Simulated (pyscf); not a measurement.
PySCF, gas phase, ωB97X-D3(BJ)/def2-SVP geometries.

SMILES: NN([SiH3])[SiH3]
```xyz
12

N     -1.1785    -1.6621    -1.1415
N     -0.3354    -0.8199    -0.3514
Si     1.3346    -0.9981    -0.8281
Si    -1.0678     0.1804     0.8727
H     -1.6834    -2.3156    -0.5408
H     -1.8674    -1.0983    -1.6420
H      1.8074    -2.4011    -0.6442
H      1.5370    -0.6201    -2.2571
H      2.1368    -0.0883     0.0421
H      0.0005     0.9615     1.5531
H     -1.8042    -0.6607     1.8674
H     -2.0732     1.1054     0.2620
```
Charge 0, spin multiplicity 1.

Q: What is the homolytic dissociation enthalpy (298 K, ωB97M-D3(BJ)/def2-TZVP) of the N–N bond of H₂N–N(SiH₃)–SiH₃, to NH₂• + H₃Si–N•–SiH₃?

A: N–N to NH₂• + H₃Si–N•–SiH₃: 289.3 kJ/mol. The 7 functionals that were run give +253.8 (r²SCAN) to +301.3 kJ/mol (M06-2X). H₂N–N(SiH₃)–SiH₃ lies 241.8 kJ/mol over its isomer H₂N–SiH₂–NH–SiH₃, and others may lie lower still (electronic energy, ωB97M-D3(BJ)). H₃Si–N•–SiH₃ lies 81.6 kJ/mol over its isomer •H₂Si–NH–SiH₃, and others may lie lower still (electronic energy, ωB97M-D3(BJ)).
